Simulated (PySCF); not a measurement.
An unknown is described by computed data only.

Formula: C3H5Cl.

* NMR, other nuclei: isotropic shieldings of nuclei other than C and H, by class: 678 (1 Cl) ppm [GIAO PBE0/pcSseg-1]
* 13C NMR: chemical shifts (computed TMS as zero) by class: 153.0 (1 C), 119.6 (1 C), 28.4 (1 C) ppm [GIAO PBE0/pcSseg-1]
* Rotational structure: rotational constants A, B, C: 9.261, 5.001, 3.315 GHz [PBE0-D3(BJ)/def2-SVP]
* 1H NMR: chemical shifts (computed TMS as zero) by class: 5.37 (1 H), 5.35 (1 H), 2.02 (3 H) ppm [GIAO PBE0/pcSseg-1]
* Dipole: 1.72 D [PBE0/pcSseg-1]

Electronic properties: PySCF, gas phase, density fitting. Levels stand in brackets. Geometry: PBE0-D3(BJ)/def2-SVP; no solvent, vibrations or thermal averaging. Each NMR value is the plain mean over a class of atoms that symmetry, rotation or inversion makes alike.

**Question.** Propose a structure and show how it fits.

**Answer.** Numbering: `[CH2:1]=[C:2]([CH3:3])[Cl:4]`. Its formula, C3H5Cl, gives 1 degree of unsaturation: 0 rings and 1 π bond in the structure found. 3 carbons fall into 3 classes; from least to most shielded: vinylic C–Cl carbon [C2] (153.0 ppm), terminal =CH2 carbon [C1] (119.6 ppm), allylic carbon [C3] (28.4 ppm). Hydrogen classes from least to most shielded: 1 H on a terminal =CH2 carbon, C1 (5.37 ppm), 1 H on a terminal =CH2 carbon, C1 (5.35 ppm), 3 H on an allylic carbon, C3 (2.02 ppm). The other shieldings belong to: 678 ppm, vinyl chlorine [Cl4]. The optimised geometry has point group Cs and is an asymmetric top. Structure: 2-chloro-1-propene (`C=C(Cl)C`). Computed isomers that give other values at the same levels: `C=CCCl` (rotational constant A: 22.634 GHz; this holds for the one conformer computed); `C/C=C\Cl` (rotational constant A: 14.390 GHz; this holds for the one conformer computed); `C/C=C/Cl` (rotational constant A: 41.598 GHz; this holds for the one conformer computed). The assignments are read from this structure; whether some other isomer fits the data as well wasn't checked.
